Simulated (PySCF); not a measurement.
Record of a relaxation.

Compound: C₄H₂FN.
Atom-mapped SMILES: `[CH:1]#[C:2][C@@H:3]([F:4])[C:5]#[N:6]` (hydrogens: H7 on C1; H8 on C3)

Method: PySCF 2.14.0, PBE0-D3(BJ)/def2-SVP geometry optimisation, gas phase; density fitting, grid level 1; the optimiser is geomeTRIC in internal coordinates, started from a GFN2-xTB structure with every atom displaced at random (about 0.01 Å). The frame can shift and turn from step to step; on so coarse a grid that alone can change the energy by a few meV, and forces under 0.02 eV/Å are noise.

Step 0: E = -8368.2250 eV, largest atomic force 2.635 eV/Å
```
atom  x, y, z in Å  |  force x, y, z in eV/Å
C1      1.922   -0.246   -0.490   -2.484  -0.018   0.879
C2      0.782   -0.245   -0.061    1.012  -0.071  -0.381
C3     -0.577   -0.209    0.490    1.502   0.472   0.892
F4     -0.518    0.327    1.771   -0.389  -0.169  -0.613
C5     -1.414    0.586   -0.385    0.332  -0.501   0.796
N6     -2.072    1.218   -1.072   -0.986   0.917  -1.026
H7      2.886   -0.231   -0.882    1.437  -0.005  -0.547
H8     -0.955   -1.220    0.576   -0.425  -0.625  -0.001
```

Step 1: E = -8368.2512 eV, largest atomic force 1.162 eV/Å
```
atom  x, y, z in Å  |  force x, y, z in eV/Å
C1      1.829   -0.168   -0.679    1.161  -0.037   0.018
C2      0.848   -0.218    0.016   -0.779   0.102  -0.028
C3     -0.498   -0.232    0.578   -0.412  -0.284  -0.190
F4     -0.566    0.261    1.840    0.169   0.106   0.345
C5     -1.394    0.558   -0.294    0.121  -0.033   0.024
N6     -2.084    1.189   -0.971   -0.090   0.004  -0.024
H7      2.806   -0.138   -1.142   -0.270  -0.007  -0.105
H8     -0.886   -1.274    0.599    0.100   0.147  -0.040
```

Step 2: E = -8368.2854 eV, largest atomic force 0.530 eV/Å
```
atom  x, y, z in Å  |  force x, y, z in eV/Å
C1      1.860   -0.173   -0.661    0.032  -0.075   0.513
C2      0.842   -0.208   -0.004   -0.032   0.112  -0.517
C3     -0.506   -0.224    0.563   -0.002  -0.086  -0.004
F4     -0.534    0.258    1.839    0.004   0.021   0.029
C5     -1.420    0.564   -0.290    0.091   0.022   0.079
N6     -2.134    1.186   -0.951   -0.031  -0.028   0.006
H7      2.828   -0.158   -1.131   -0.064   0.011  -0.112
H8     -0.881   -1.266    0.582    0.002   0.025   0.007
```

Step 3: E = -8368.3099 eV, largest atomic force 0.449 eV/Å
```
atom  x, y, z in Å  |  force x, y, z in eV/Å
C1      1.895   -0.181   -0.629   -0.274  -0.059   0.350
C2      0.833   -0.194   -0.047    0.075   0.035  -0.387
C3     -0.510   -0.218    0.537    0.263   0.076   0.165
F4     -0.497    0.259    1.820   -0.083  -0.033  -0.082
C5     -1.448    0.571   -0.279   -0.023   0.060  -0.011
N6     -2.199    1.182   -0.911    0.016  -0.026   0.020
H7      2.857   -0.182   -1.104    0.069   0.024  -0.066
H8     -0.877   -1.258    0.561   -0.043  -0.078   0.010
```

Step 4: E = -8368.3181 eV, largest atomic force 0.233 eV/Å
```
atom  x, y, z in Å  |  force x, y, z in eV/Å
C1      1.914   -0.189   -0.607   -0.118  -0.029   0.063
C2      0.825   -0.186   -0.083    0.007   0.009  -0.095
C3     -0.508   -0.212    0.520    0.157   0.051   0.165
F4     -0.480    0.258    1.807   -0.039  -0.034  -0.110
C5     -1.464    0.578   -0.273   -0.043   0.031  -0.027
N6     -2.238    1.179   -0.885    0.015  -0.001   0.007
H7      2.880   -0.195   -1.077    0.048   0.019   0.001
H8     -0.874   -1.253    0.547   -0.026  -0.046  -0.004
```

Step 5: E = -8368.3191 eV, largest atomic force 0.082 eV/Å
```
atom  x, y, z in Å  |  force x, y, z in eV/Å
C1      1.918   -0.192   -0.601   -0.025  -0.012  -0.007
C2      0.821   -0.187   -0.094    0.010   0.001  -0.017
C3     -0.507   -0.211    0.516    0.034   0.018   0.072
F4     -0.478    0.259    1.800   -0.007  -0.018  -0.037
C5     -1.468    0.579   -0.273   -0.025   0.000  -0.020
N6     -2.245    1.180   -0.881    0.008   0.008   0.000
H7      2.889   -0.194   -1.063    0.012   0.011   0.015
H8     -0.875   -1.254    0.544   -0.006  -0.007  -0.006
```

Step 6: E = -8368.3193 eV, largest atomic force under 0.02 eV/Å
```
atom  x, y, z in Å  |  force x, y, z in eV/Å
C1      1.918   -0.193   -0.599    0.012  -0.002  -0.012
C2      0.820   -0.188   -0.096   -0.002   0.001   0.008
C3     -0.507   -0.212    0.516   -0.014  -0.002   0.005
F4     -0.480    0.258    1.798    0.003  -0.004  -0.003
C5     -1.468    0.579   -0.276   -0.003  -0.009  -0.002
N6     -2.244    1.181   -0.885    0.003   0.007  -0.002
H7      2.893   -0.190   -1.053   -0.002   0.004   0.009
H8     -0.877   -1.255    0.542    0.002   0.004  -0.004
```

Problem. Summarise the path.

Solution. The energy falls by 9.10 kJ/mol from step 0 to step 6; nine tenths of that is first reached at step 3. It falls at every step. The largest force goes from 2.635 to under 0.02 eV/Å. Among the bonds C1–H7 changes most, from 1.041 to 1.076 Å; the atoms move by 0.058 Å rms after alignment.

Problem. Follow the three bonds and two angles with the largest change from start to end.

Solution. 
| step | E above end (kJ/mol) | largest force (eV/Å) | C1–H7 (Å) | C3–C5 (Å) | C3–F4 (Å) | C5–C3–H8 (°) | C2–C3–F4 (°) |
| --- | --- | --- | --- | --- | --- | --- | --- |
| 0 | 9.10 | 2.635 | 1.041 | 1.448 | 1.389 | 111.0 | 108.4 |
| 1 | 6.57 | 1.162 | 1.081 | 1.478 | 1.357 | 107.5 | 113.6 |
| 2 | 3.27 | 0.530 | 1.076 | 1.477 | 1.364 | 107.6 | 112.2 |
| 3 | 0.91 | 0.449 | 1.073 | 1.473 | 1.369 | 107.8 | 111.1 |
| 4 | 0.12 | 0.233 | 1.074 | 1.472 | 1.370 | 107.7 | 111.3 |
| 5 | 0.02 | 0.082 | 1.075 | 1.474 | 1.368 | 107.6 | 111.5 |
| 6 | 0.00 | under 0.02 | 1.076 | 1.475 | 1.366 | 107.5 | 111.6 |

What follows is the cost of the whole optimisation. On one thread, Arm Neoverse V1 (aarch64) (shared host), this took 18 s and 0.38 GiB of memory at its peak.
